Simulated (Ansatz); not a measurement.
A barrier at the coupled-cluster level

Start structure (SiNH$_{6}$Cl, closed shell), relaxed at PBE0-D4/def2-TZVP:

```json
{"atom": "Si1", "x (Å)": "-0.7303", "y (Å)": "0.7390", "z (Å)": "0.3609"}
{"atom": "N2", "x (Å)": "-0.0735", "y (Å)": "-0.6401", "z (Å)": "1.1076"}
{"atom": "H3", "x (Å)": "-1.5595", "y (Å)": "0.3085", "z (Å)": "-0.7839"}
{"atom": "H4", "x (Å)": "-1.4849", "y (Å)": "1.5045", "z (Å)": "1.3755"}
{"atom": "Cl5", "x (Å)": "0.6611", "y (Å)": "2.0613", "z (Å)": "-0.4237"}
{"atom": "H6", "x (Å)": "1.3160", "y (Å)": "-0.6739", "z (Å)": "-1.9882"}
{"atom": "H7", "x (Å)": "1.1511", "y (Å)": "-1.3682", "z (Å)": "-2.2095"}
{"atom": "H8", "x (Å)": "0.3670", "y (Å)": "-0.5679", "z (Å)": "2.0106"}
{"atom": "H9", "x (Å)": "0.3530", "y (Å)": "-1.3631", "z (Å)": "0.5505"}
```

The step: SiNH₄Cl ([NH2][SiH2][Cl]) + H₂ → SiH₃Cl ([SiH3][Cl]) + NH₃; bonds formed: Si1–H7, N2–H6; bonds broken: Si1–N2, H6–H7. Ansatz 0.2.0; basis: def2-TZVPP and def2-QZVPP; cores frozen in the correlated methods. Extrapolation: Hartree–Fock as exp(−7.88 √X), correlation as X^−2.97. Energies below are by CCSD(T) at an estimated basis limit (MP2 extrapolated from triple and quadruple zeta, plus CCSD(T) − MP2 in triple zeta).

Q: What are the electronic barrier and the energy of the step, from the start structure to the end structure? (To be estimated.)

A: Computed: Barrier 54.21 kcal/mol; step energy 5.66 kcal/mol (uphill); reverse barrier, their difference, 48.55 kcal/mol. Barrier and step energy count from the start structure, the reverse barrier from the end structure.

The saddle point: One imaginary mode of 1454i cm⁻¹.
| pair | start (Å) | saddle (Å) | end (Å) |
| --- | --- | --- | --- |
| Si1–H7 | 3.82 | 1.81 | 1.48 |
| N2–H6 | 3.39 | 1.23 | 1.01 |
| Si1–N2 | 1.70 | 1.87 | 2.45 |
| H6–H7 | 0.75 | 1.12 | 2.82 |

Zero-point energy (harmonic, PBE0-D4): ZPE is 35.49 kcal/mol at the start and 37.32 kcal/mol at the saddle, so the barrier goes from 54.21 to 56.04 kcal/mol.

T1 diagnostic: at most 0.011.

Labels in which every atom is bracketed show which atoms are joined, not bond orders.

For scale, one of the runs: CCSD(T)/def2-TZVPP, 199 basis functions, launched by `ansatz run in.yaml --threads 2 --pin off --events-out ev --progress --plain --max-ram 4352MiB`. The run took 58 s on 2 CPU threads of an Arm Neoverse V1 (shared host), with 2.3 GiB of host memory at its peak.
